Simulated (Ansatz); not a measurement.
# AlH6NSi: the cost of one run

Computed with Ansatz 0.2.0, Gaussian basis. Level: the settings change from run to run.

1 further run of the same task is left out (it didn't finish).

## 1. The relaxed structure

An earlier PBE0-D4 in a triple-zeta def2 set relaxation fixed the geometry.

SMILES `[AlH2][NH][SiH3]`, 9 atoms, charge 0, spin multiplicity 1.

Atoms are counted from 1 here; the program's logs count them from 0.

Bond lengths: Al1–N2 1.782 Å, Al1–H4 1.580 Å, Al1–H5 1.583 Å, N2–Si3 1.727 Å, N2–H6 1.012 Å, Si3–H7 1.490 Å, Si3–H8 1.485 Å, Si3–H9 1.490 Å. Angles: N2–Al1–H4 118.1°, N2–Al1–H5 117.4°, H4–Al1–H5 124.5°, Al1–N2–Si3 129.3°, Al1–N2–H6 116.1°, Si3–N2–H6 114.6°, N2–Si3–H7 112.2°, N2–Si3–H8 107.4°, N2–Si3–H9 112.2°, H7–Si3–H8 109.0°, H7–Si3–H9 107.1°, H8–Si3–H9 109.0°.

As a file:

```xyz
9
charge 0, multiplicity 1
Al   -0.7444    0.8796   -1.3518
N     0.3257    0.5507    0.0351
Si    0.4599   -0.8756    0.9992
H    -1.7362   -0.2612   -1.8122
H    -0.6324    2.3021   -2.0378
H     0.9491    1.3014    0.3052
H     1.8269   -1.4659    0.9421
H    -0.5154   -1.8625    0.4688
H     0.1552   -0.6149    2.4343
```

## 2. wB97X/def2-SVPD

Options: charge +1, multiplicity 2, restricted open-shell orbitals, high accuracy, the search for lower states set to full.

Input file in.yaml:

```yaml
crystal:
  periodic: [false, false, false]
  atoms:
    - {symbol: Al, position_ang: [-0.744372, 0.879581, -1.351800]}
    - {symbol: N, position_ang: [0.325698, 0.550730, 0.035093]}
    - {symbol: Si, position_ang: [0.459878, -0.875611, 0.999152]}
    - {symbol: H, position_ang: [-1.736215, -0.261164, -1.812224]}
    - {symbol: H, position_ang: [-0.632430, 2.302094, -2.037777]}
    - {symbol: H, position_ang: [0.949074, 1.301396, 0.305183]}
    - {symbol: H, position_ang: [1.826873, -1.465949, 0.942145]}
    - {symbol: H, position_ang: [-0.515352, -1.862525, 0.468837]}
    - {symbol: H, position_ang: [0.155248, -0.614854, 2.434291]}
basis:
  gaussian: {orbitals: def2-SVPD}
total_charge: 1
magnetization: {spin_polarized: false, initial_magnetization: 1}
hamiltonian: {xc: {name: wB97X}}
accuracy: high
scf: {lower_state_search: full}
```

On the command line:

```console
> ansatz run in.yaml --threads 2 --pin off --events-out ev --progress --plain --max-ram 4352MiB
```

Q: Estimate wall time and peak memory on 2 threads of Arm Neoverse V1, shared host.

About 3.2 min, with a peak of 1.2 GiB.
